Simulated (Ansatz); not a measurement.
This geometry of H$_{2}$NSSi (5 atoms, charge 0, multiplicity 2) is a first-order saddle point.

Theory: UKS r2SCANh/def2-SVP in Ansatz 0.2.0.

```xyz
5
Properties=species:S:1:pos:R:3
N -1.458 -0.064 -0.010
Si 0.135 -0.007 -0.034
S 1.665 0.512 1.216
H -2.076 -0.362 -0.757
H 1.734 -0.079 -0.415
```

Q: Which two structures does it join? (They come from a converged band through this point; their orientation in space is the band's.)

A: Bonds broken: Si2–H5. Bonds formed: S3–H5.

Initial state:

```xyz
5
Properties=species:S:1:pos:R:3
N -1.278 -0.027 0.076
Si 0.418 0.059 0.113
S 1.375 0.689 1.733
H -1.671 -0.364 -0.811
H 1.156 -0.357 -1.112
```

Final state:

```xyz
5
Properties=species:S:1:pos:R:3
N -1.506 -0.060 0.007
Si -0.012 -0.210 -0.575
S 1.460 0.380 0.878
H -2.435 -0.232 -0.359
H 2.494 0.122 0.050
```

Q: How far does it lie above each of them?

A: 1.09 eV above the first and 1.39 eV above the second. This is the barrier of this one path; another mechanism may lie lower.

Run time: 2.2 min on 2 threads of AMD EPYC 7R43 64-Core Processor (Zen 3) (shared host), peak memory 0.21 GiB.
